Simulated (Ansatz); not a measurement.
## Ligand exchange: SiH2(CH3)F + C4H9N → SiH2(CH3)(NH2) + C4H7F

Species: SiH2(CH3)F, singlet; C4H9N (cyclobutylamine) `NC1CCC1`, singlet; SiH2(CH3)(NH2), singlet; C4H7F `FC1CCC1`, singlet. The partners trade F for NH2: Si–F and C–NH2 bonds give way to Si–NH2 and C–F.

Shapes, held fixed at every level: PBE0-D4/def2-TZVP. Flexible molecules stand in one conformer, not always the lowest. Programs: Ansatz 0.2.0. The zero-point and thermal change to 298 K, harmonic and unscaled (PBE0-D4/def2-TZVP), is -3.6 kJ/mol.

```json
{"level": "SPW92/def2-TZVPP", "kind": "LDA", "ΔH(298 K) (kJ/mol)": "+75.9", "less CCSD(T)/CBS estimate": "-11.9"}
{"level": "PBE-D4/def2-TZVPP", "kind": "GGA", "ΔH(298 K) (kJ/mol)": "+76.9", "less CCSD(T)/CBS estimate": "-10.9"}
{"level": "r2SCAN-D4/def2-TZVPP", "kind": "meta-GGA", "ΔH(298 K) (kJ/mol)": "+79.4", "less CCSD(T)/CBS estimate": "-8.4"}
{"level": "PBE0-D4/def2-TZVPP", "kind": "global hybrid", "ΔH(298 K) (kJ/mol)": "+79.4", "less CCSD(T)/CBS estimate": "-8.4"}
{"level": "B2PLYP/def2-TZVPP", "kind": "double hybrid", "ΔH(298 K) (kJ/mol)": "+83.8", "less CCSD(T)/CBS estimate": "-4.0"}
{"level": "MP2/def2-SVP", "kind": "perturbation theory", "ΔH(298 K) (kJ/mol)": "+91.0", "less CCSD(T)/CBS estimate": "+3.2"}
{"level": "CCSD/def2-TZVPP", "kind": "coupled cluster or CI", "ΔH(298 K) (kJ/mol)": "+86.8", "less CCSD(T)/CBS estimate": "-1.0"}
{"level": "CCSD(T)/CBS estimate", "kind": "coupled cluster or CI", "ΔH(298 K) (kJ/mol)": "+87.8", "less CCSD(T)/CBS estimate": "0.0"}
```

The highest level, CCSD(T)/CBS estimate, gives ΔH(298 K) = +87.8 kJ/mol; the levels span +75.9 to +91.0. The column of differences is taken from that level and isn't an error. No measured value is set beside it here. The CBS estimate extrapolates MP2 from def2-TZVPP and def2-QZVPP and adds CCSD(T) − MP2 in the triple-zeta set, cores frozen.
